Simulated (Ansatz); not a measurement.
Compare A (`CCC(CC)CC`) with its isomer B (`CCCCC(C)C`).

Computed with Ansatz on PBE0-D4/def2-TZVP structures; ΔE is electronic, products minus reactants. CCSD(T)/CBS adds triple-zeta CCSD(T) − MP2 to the extrapolated MP2 energy (def2 sets, frozen cores). DFT in def2-TZVPP. Each species was taken in one conformer, which may not be the lowest.

Problem. Which isomer does CCSD(T)/CBS put lower? Give the gap. (Best estimate.)

Solution. Computed: B, by 7.3 kJ/mol.

Problem. Give E(B) − E(A) in kJ/mol with MP2/def2-TZVPP, LDA (SPW92), PBE0-D4, HF/def2-TZVPP, CCSD(T)/def2-TZVPP, ωB97M-V, CCSD/def2-TZVPP. (An estimate is asked.)

Solution. The calculation gave: MP2/def2-TZVPP -6.5, LDA (SPW92) -5.2, PBE0-D4 -7.2, HF/def2-TZVPP -14.4, CCSD(T)/def2-TZVPP -6.8, ωB97M-V -7.1, CCSD/def2-TZVPP -7.9. None reverses the order clearly.

Largest T1 diagnostic: 0.009.

In def2-TZVPP, CCSD(T) changes the Hartree–Fock value by +7.6 kJ/mol (the triples alone add +1.2 kJ/mol) and MP2 by +7.9 kJ/mol. The D4 term adds +3.7 kJ/mol with B3LYP and +2.4 kJ/mol with PBE0; it sums over pairs of atoms, weighted by their polarisabilities, and B3LYP, whose exchange is more repulsive, gets the larger term.

B3LYP here is the variant with VWN-RPA as its local correlation; programs differ in this.
